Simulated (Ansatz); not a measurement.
# Ir, fcc: geometry optimisation

Level of theory: DFT, BLYP, plane waves (420 eV) with PAW, scalar-relativistic in Ansatz 0.2.0. (PAW data from PBE, frozen cores regenerated.)

k-point mesh 14×14×14, Fermi-Dirac smearing 0.05 eV, starting moments 1.00 μB. Cell and atoms relax.

Starting structure:

```
Ir
1.0
     0.00000    1.91970    1.91970
     1.91970    0.00000    1.91970
     1.91970    1.91970    0.00000
Ir
1
Direct
  0.00000 0.00000 0.00000
```

Q: The pressure at the start is 26.7 GPa. By how much does the volume change?

A: From 14.15 to 15.25 Å³ per atom, 7.8 %. The final cell has a = 3.937 Å.

Q: How much energy does the relaxation gain?

A: 85.1 meV per atom.

Q: Which magnetic state does it end in?

A: non-magnetic.
